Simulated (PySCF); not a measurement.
## What an electron can do to C2

PBE0 in PySCF with def2-TZVPPD on every atom, for the lowest determinant that a PBE0 search found; no spin–orbit coupling.

| species | state (unpaired electrons) | Re (Å) | ωe (cm⁻¹) | energy of the minimum from the neutral (eV) | De (eV) | dissociates to |
| --- | --- | --- | --- | --- | --- | --- |
| C2 | triplet (σ ↑, π ↑) | 1.301 | 1711 | 0.00 | 6.30 | C + C |
| C₂⁺ | quartet (σ ↑, π ↑↑) | 1.402 | 1358 | 11.80 | 6.01 | C⁺ + C |
| C₂⁻ | doublet (σ ↑) | 1.257 | 1874 | -3.22 | 8.38 | C + C⁻ |

Question: Work out the lowest energy to break C2 into atoms, from its vibrational ground state.

Answer: D0 = De − ωe/2 = 6.30 − 0.11 = 6.19 eV (PBE0/def2-TZVPPD).

Question: Work out the ionisation energy of the C atom at this level and the threshold of dissociative ionisation.

Answer: IE(C) = 11.80 + 6.01 − 6.30 = 11.51 eV, so C⁺ + C + e⁻ appears at D0 + IE(C) = 17.70 eV (PBE0/def2-TZVPPD). The measured IE(C) is 11.26 eV (NIST ASD).

Question: Work out the electron affinity of the C atom and the threshold of dissociative attachment.

Answer: EA(C) = 6.30 − 8.38 − (-3.22) = 1.14 eV, so C + C⁻ needs D0 − EA(C) = 5.05 eV (PBE0/def2-TZVPPD). The measured EA(C) is 1.262 eV.

Question: At which energy does ion-pair formation open?

Answer: C⁺ + C⁻ lies at D0 + IE(C) − EA(C) = 16.56 eV (PBE0/def2-TZVPPD).

These are thermodynamic thresholds; the onsets seen under electron impact lie higher where the geometry changes, and cross-sections peak well above them.

States were picked by a PBE0 search and need not be the measured ground states.
